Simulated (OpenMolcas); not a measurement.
# BPH2O (SMILES B1OP1): a first try and a second

Wanted: a single-point energy of BPH2O, MP2/pcseg-2.

The calculation is run with OpenMolcas 26.06.

3 further runs of the same task are left out: 3 set aside as unsound or not needed.

**1. Starting point**

BPH2O: 5 atoms, total charge 0, spin state singlet. As SMILES, `B1OP1`. The shape is that of a GFN2-xTB optimisation.

Bond lengths: B1–O2 1.315 Å, B1–P3 1.848 Å, O2–P3 1.762 Å, B1–H4 1.152 Å, P3–H5 1.412 Å. Angles: B1–O2–P3 72.2°, O2–B1–P3 65.2°, B1–P3–O2 42.7°, O2–B1–H4 136.7°, P3–B1–H4 158.1°, B1–P3–H5 95.0°, O2–P3–H5 95.2°.

**2. The input as first written**

test.input reads:

```
>>> EXPORT MOLCAS_PRINT=2

&GATEWAY
 BasLib
 $CurrDir
 Coord
 6
 angstrom
 B       -0.384420      -0.557600      -0.274620
 O       -0.777600       0.165150       0.751770
 P        0.263110       1.172990      -0.251120
 H       -0.555180      -1.629330      -0.659630
 H        1.454100       0.848790       0.433600
 Basis
 pcseg-2
 Group
 NoSym

&SEWARD

&SCF
 PrOrbitals
 1 1

&MBPT2
 Frozen
 7
```

Launch:

```sh
$ export MOLCAS_MEM=1860
$ pymolcas test.input > test.log
```

Standard output:

```text
--- Start Module: gateway ---

                                              &GATEWAY

                       available to each process: 1.9 GB of memory, 1 thread

 Error reading geometry
--- Stop Module: gateway /rc=_RC_INPUT_ERROR_ ---

.####################.
.# User input error #.
.####################.

    Timing: Wall=0.02 User=0.01 System=0.01
```

It took 0.18 s on 1 thread of Intel Xeon 6975P-C (Granite Rapids), shared host.

**3. Diagnosis**

The program refused the input.

The log says `Error reading geometry`. Cause: an atom count or index doesn't match the structure.

**4. Second attempt**

test.inp reads:

```
* BH2OP MP2
>>> EXPORT MOLCAS_PRINT=2

&GATEWAY
 BASLIB
 $CurrDir
 COORD
 5
 angstrom
 B       -0.384420      -0.557600      -0.274620
 O       -0.777600       0.165150       0.751770
 P        0.263110       1.172990      -0.251120
 H       -0.555180      -1.629330      -0.659630
 H        1.454100       0.848790       0.433600
 BASIS
 pcseg-2
 GROUP
 NoSym

&SEWARD

&SCF
 PRORBITALS
 1

&MBPT2
 FROZEN
 7
```

The basis set pcseg-2 is read from a file made from the Basis Set Exchange's data (not shown).

Launch:

```sh
$ export MOLCAS_MEM=1860
$ pymolcas test.inp > test.log
```

Standard output:

```text
--- Start Module: gateway ---
[...]
--- Stop Module: gateway /rc=_RC_ALL_IS_WELL_ ---
[...]
      Basis functions          122
[...]
--- Start Module: scf ---
[...]
       Convergence after  12 Iterations
[...]
::    Total SCF energy                               -441.4909502358
[...]
      Total spin, S                                     0.0000000000
[...]
      Total electronic charge=   30.000000
      Total            charge=   -0.000000
[...]
      Dipole Moment (debye):
      Origin of the operator (angstrom)=   -0.1269    0.5342    0.0166
                   X=  1.0623E+00               Y= -8.2646E-01               Z= -1.0557E+00           Total=  1.7106E+00
      Quadrupole Moment (debye*angstrom):
[...]
--- Stop Module: scf /rc=_RC_ALL_IS_WELL_ ---
[...]
--- Start Module: mbpt2 ---
[...]
WARNING!
Default frozen orbitals as non valence orbitals is overwritten by user input.
Default values:   7
[...]
       Reference weight ( Cref**2 )         =        0.86459
::    Total MBPT2 energy                             -441.9588156116
[...]
      Total MBPT2 calculations                           0.55      0.62
--- Stop Module: mbpt2 /rc=_RC_ALL_IS_WELL_ ---
[...]
```

It took 15 s on 1 thread of Intel Xeon 6975P-C (Granite Rapids), shared host; peak memory 0.78 GiB.

**5. Summary of results**

At MP2/pcseg-2:

| quantity | value |
| --- | --- |
| total energy | -441.95882 Eh |
| dipole moment (mean-field density) | 1.71 D |
| HOMO energy (Hartree–Fock orbitals) | -10.16 eV |
| LUMO energy (Hartree–Fock orbitals) | 2.25 eV |
| HOMO–LUMO gap (Hartree–Fock orbitals) | 12.41 eV |
| correlation energy (7 core orbitals frozen) | -467.9 mEh |

Mulliken charges of the mean-field density run from -0.59 on O2 to +0.48 on B1; they depend strongly on the basis.
